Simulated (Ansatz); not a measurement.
## Zone-centre TO phonon frequency of some tetrahedrally bonded semiconductors and semimetals, all zinc-blende

Method: Hartree–Fock (Ansatz, a program for electronic structure, PAW). References are measured values at room or unstated temperature, uncorrected unless marked, so that the deviations hold thermal and zero-point effects besides the level's error.

Values in cm⁻¹.

```csv
solid,reference,Hartree–Fock,deviation (%)
zinc-blende GaP,366,372,+1.6
zinc-blende ZnSe,213,186,-12.7
zinc-blende GaSb,224,234,+4.5
zinc-blende InSb,180 (180–185),183,+1.7
zinc-blende GaAs,271,276,+1.8
zinc-blende InAs,217,219,+0.9
zinc-blende AlAs,361,374,+3.6
zinc-blende InP,307,307,0.0
cubic BN,1055,1140,+8.1
zinc-blende BP,794,903,+13.7
3C-SiC,796,855,+7.4
zinc-blende ZnS,277,253,-8.7
```

Over these 12 solids the mean deviation is +1.8 %, the mean absolute deviation 5.4 % (median 4.0 %), and the worst case zinc-blende BP at +13.7 %; the value is above the reference in 9 of 12 cases.

Spin–orbit coupling is left out, also for the solids with elements from indium on (zinc-blende GaSb, zinc-blende InSb, zinc-blende InAs, zinc-blende InP); its size isn't shown.

Brackets give the range of the sources taken for a reference, where it is wide; it can hold other temperatures.

Differences are worked out from the printed values.

Each level is taken at its own relaxed cell. Ansatz's density-functional and Hartree–Fock values are scalar-relativistic unless marked +SOC, with PAW data made under PBE.

Ansatz's runs of these crystals have no spin polarisation.

Not in this set, of the tetrahedrally bonded semiconductors and semimetals with a reference value in our tables and a result at some level: 5 for a reference of another kind, counted apart; 3 for no value at Hartree–Fock (not run, a failed fit, an unstable or unbound cell, or a value held back for tests). These can be a level's best or worst cases. At least 2 more with a reference value are held back for tests. Solids without a released value at any level aren't counted. Layered and molecular crystals are counted apart. The metals Ce to Yb are counted apart.

References as tabulated in Han and Bester (2011), arXiv:1107.0196; Giannozzi et al., Phys. Rev. B (1991); arXiv:1704.04770; Talwar et al. (2016), doi:10.1080/14686996.2016.1222495 and others.
